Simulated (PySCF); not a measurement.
# AlH3 (SMILES [AlH3]) at 5 levels

Wanted: a comparison of 5 runs (HF/3-21G, B3LYP/6-31G*, BP86/def2-SVP, MP2/6-31+G*, CCSD(T)/6-31G**) of AlH3. 

The calculation is run with PySCF 2.14.0.

### 1 Starting point

The species is AlH3 (4 atoms), meant as a singlet with charge 0. As SMILES, `[AlH3]`. The coordinates come from a PBE0-D4/def2-TZVP relaxation.

Bond lengths: Al1–H2 1.586 Å, Al1–H3 1.586 Å, Al1–H4 1.586 Å. Angles: H2–Al1–H3 120.0°, H2–Al1–H4 120.0°, H3–Al1–H4 120.0°.

### 2 Energy and gradient at HF/3-21G (run 1)

Input file run.py:

```python
# [AlH3]
import pyscf.grad
from pyscf import gto

molecule = gto.M(
    atom='''
Al       0.013700      -0.014800      -0.005100
H        0.633200       0.670900       1.283600
H       -1.340800      -0.832000       0.105100
H        0.749400       0.115700      -1.403900
''',
    basis='3-21g',
    verbose=4,
    charge=0,
    max_memory=1860,
)

mf = molecule.RHF()
mf.conv_tol = 1e-10
mf.kernel()
if not mf.converged:
    mf = mf.newton().run(mf.mo_coeff, mf.mo_occ)

etot = mf.e_tot
print('E = %.10f Eh' % etot)
grad = mf.Gradients().kernel()
dip = mf.dip_moment()
pop, q = mf.mulliken_pop()
```

On the command line:

```sh
OMP_NUM_THREADS=1 python run.py
```

Standard output:

```text
PySCF version 2.14.0

[... 52 lines left out ...]
converged SCF energy = -242.28395830701
[... 11 lines left out ...]
Dipole moment(X, Y, Z, Debye): -0.00136,  0.00193, -0.00016
[... 24 lines left out ...]
charge of    3H =     -0.26733
```

It took 3.3 s on 1 thread of Intel Xeon at 2.50GHz (Skylake/Cascade Lake), shared host; peak memory 0.12 GiB.

### 3 Energy and forces at B3LYP/6-31G(d) (spherical functions) (run 2)

Input file run.py:

```python
from pyscf import gto, dft

molecule = gto.M(
    atom='''
Al     0.025889    -0.027968    -0.009638
H      1.196575     1.267817     2.425652
H     -2.533745    -1.572252     0.198610
H      1.416161     0.218641    -2.652987
''',
    basis='6-31g*',
    unit='bohr',
    max_memory=1860,
    verbose=4,
)

mf = dft.RKS(molecule, xc='b3lyp')
mf.grids.level = 5
mf.conv_tol = 1e-10
mf.kernel()
if not mf.converged:
    mf = mf.newton().run(mf.mo_coeff, mf.mo_occ)

e_tot = mf.e_tot
print(f'total energy: {e_tot:.8f} hartree')
grad = mf.nuc_grad_method().kernel()
mf.analyze()
```

On the command line:

```sh
OMP_NUM_THREADS=1 python run.py
```

Standard output:

```text
PySCF version 2.14.0

[... 65 lines left out ...]
total energy: -244.20319576 hartree
[... 17 lines left out ...]
DFT Exchange-Correlation Energy =      -19.760258791612610
[... 7 lines left out ...]
MO #6   energy= -0.423266964455493 occ= 2
[... 5 lines left out ...]
MO #12  energy= 0.0672599920896176 occ= 0
[... 5 lines left out ...]
MO #18  energy= 0.459004571949014  occ= 0
[... 5 lines left out ...]
MO #24  energy= 1.06602795104421   occ= 0
[... 31 lines left out ...]
Dipole moment(X, Y, Z, Debye): -0.00110,  0.00152, -0.00011
```

Run time: 12 s. Hardware: 1 thread of Intel Xeon at 2.50GHz (Skylake/Cascade Lake), shared host; peak memory 0.31 GiB.

Run 3 isn't shown in full; the table further down has it.

### 4 Energy and gradient at MP2/6-31+G(d) (spherical functions) (run 4)

Input file calc.py:

```python
from pyscf import gto, scf, mp

mol = gto.Mole()
mol.atom = [
    ('Al', (0.013700, -0.014800, -0.005100)),
    ('H', (0.633200, 0.670900, 1.283600)),
    ('H', (-1.340800, -0.832000, 0.105100)),
    ('H', (0.749400, 0.115700, -1.403900)),
]
mol.verbose = 4
mol.basis = '6-31+g*'
mol.max_memory = 1860
mol.build()

myscf = scf.RHF(mol)
myscf.conv_tol = 1e-10
myscf.kernel()
if not myscf.converged:
    myscf = myscf.newton().run(myscf.mo_coeff, myscf.mo_occ)

pt = mp.MP2(myscf, frozen=5).run()
e_final = pt.e_tot
print('E = %.10f Eh' % e_final)
grad = pt.nuc_grad_method().kernel()
myscf.analyze()
```

On the command line:

```sh
OMP_NUM_THREADS=1 python calc.py
```

Standard output:

```text
PySCF version 2.14.0

[... 75 lines left out ...]
DFT Exchange-Correlation Energy =      -19.200192365362440
[... 8 lines left out ...]
MO #7   energy= -0.431008398587447 occ= 2
[... 6 lines left out ...]
MO #14  energy= 0.190736274060693  occ= 0
[... 6 lines left out ...]
MO #21  energy= 0.647165425808782  occ= 0
[... 6 lines left out ...]
MO #28  energy= 1.35193966635596   occ= 0
[... 35 lines left out ...]
Dipole moment(X, Y, Z, Debye): -0.00134,  0.00188, -0.00015
```

Run time: 6.6 s. Hardware: 1 thread of Intel Xeon at 2.50GHz (Skylake/Cascade Lake), shared host; peak memory 0.13 GiB.

### 5 The energy at CCSD(T)/6-31G(d,p) (spherical functions) (run 5)

Input file job.py:

```python
from pyscf import gto, scf, cc

mol = gto.Mole()
mol.atom = '''
Al     0.025889    -0.027968    -0.009638
H      1.196575     1.267817     2.425652
H     -2.533745    -1.572252     0.198610
H      1.416161     0.218641    -2.652987
'''
mol.max_memory = 1860
mol.unit = 'bohr'
mol.basis = '6-31g**'
mol.verbose = 3
mol.build()

myscf = scf.RHF(mol)
myscf.conv_tol = 1e-10
myscf.kernel()
if not myscf.converged:
    myscf = myscf.newton().run(myscf.mo_coeff, myscf.mo_occ)

mycc = cc.CCSD(myscf, frozen=5)
mycc.kernel()
e_t = mycc.ccsd_t()
etot = mycc.e_tot + e_t
print('E = %.10f Eh' % etot)
myscf.analyze()
```

On the command line:

```sh
OMP_NUM_THREADS=1 python job.py
```

Standard output:

```text
converged SCF energy = -243.618370003612
E(CCSD) = -243.7095519293189  E_corr = -0.09118192570656244
CCSD(T) correction = -0.00100381343625748
E = -243.7105557428 Eh
**** MO energy ****
MO #1   energy= -58.4641376005479  occ= 2
MO #2   energy= -4.89137020603029  occ= 2
MO #3   energy= -3.20652683019621  occ= 2
MO #4   energy= -3.20282460262144  occ= 2
MO #5   energy= -3.20282422931567  occ= 2
MO #6   energy= -0.567815931122603 occ= 2
MO #7   energy= -0.429442606599873 occ= 2
MO #8   energy= -0.429428389027734 occ= 2
MO #9   energy= 0.0334263334555787 occ= 0
MO #10  energy= 0.156260381974992  occ= 0
MO #11  energy= 0.156265970571017  occ= 0
MO #12  energy= 0.169204675704383  occ= 0
MO #13  energy= 0.243082405444012  occ= 0
MO #14  energy= 0.324289322245064  occ= 0
MO #15  energy= 0.357796108197995  occ= 0
MO #16  energy= 0.357809252584139  occ= 0
MO #17  energy= 0.643151315411529  occ= 0
MO #18  energy= 0.643154895455207  occ= 0
MO #19  energy= 0.756293098236287  occ= 0
MO #20  energy= 0.773753233192046  occ= 0
MO #21  energy= 0.773754919775742  occ= 0
MO #22  energy= 1.22054152661099   occ= 0
MO #23  energy= 1.33992385419213   occ= 0
MO #24  energy= 1.33994792695543   occ= 0
MO #25  energy= 2.31632496311741   occ= 0
MO #26  energy= 2.39683111189562   occ= 0
MO #27  energy= 2.45083904292479   occ= 0
MO #28  energy= 2.45086061480719   occ= 0
MO #29  energy= 2.50538999057532   occ= 0
MO #30  energy= 2.50540055194752   occ= 0
MO #31  energy= 2.78764223309164   occ= 0
MO #32  energy= 3.00079648908485   occ= 0
MO #33  energy= 3.00081689988148   occ= 0
 ** Mulliken atomic charges  **
charge of    0Al =      0.51178
charge of    1H =     -0.17059
charge of    2H =     -0.17060
charge of    3H =     -0.17059
Dipole moment(X, Y, Z, Debye): -0.00131,  0.00183, -0.00015
```

Wall time 5.7 s (1 thread of Intel Xeon at 2.50GHz (Skylake/Cascade Lake), shared host); peak memory 0.12 GiB.

### 6 Overview of the runs

```
run                                  level  integration grid  frozen core orbitals  energy (Eh)  dipole moment (D) of the reference  HOMO energy (eV)  LUMO energy (eV)  wall time
  1                               HF/3-21G                 –                     –  -242.283958                                0.00            -11.63              0.85      3.3 s
  2     B3LYP/6-31G* (spherical functions)                 5                     –  -244.203196                                0.00             -8.36             -1.93       12 s
  3                          BP86/def2-SVP                 5                     –  -244.134611                                0.00             -7.40             -2.58       13 s
  4      MP2/6-31+G* (spherical functions)                 –                     5  -243.669882                                0.00            -11.73              0.58      6.6 s
  5  CCSD(T)/6-31G** (spherical functions)                 –                     5  -243.710556                                0.00            -11.69              0.91      5.7 s
```

### 7 What came out

| quantity | value |
| --- | --- |
| run 5: total energy | -243.71056 Eh |
| run 5: dipole moment (Hartree–Fock density) | 0.00 D |
| run 5: HOMO energy (Hartree–Fock orbitals) | -11.69 eV |
| run 5: LUMO energy (Hartree–Fock orbitals) | 0.91 eV |
| run 5: HOMO–LUMO gap (Hartree–Fock orbitals) | 12.59 eV |
| run 5: correlation energy (5 core orbitals frozen) | -92.2 mEh |
| run 5: (T) correction | -1.00 mEh |
| run 5: T1 diagnostic | 0.009 |

**Reading.** Over runs 1, 2, 3 the HOMO–LUMO gap runs from 4.82 eV (BP86/def2-SVP) to 12.48 eV (HF/3-21G). The two ends differ in method and basis. Totals of different functionals can't be ranked against each other. All runs together took 41 s, the longest 13 s.
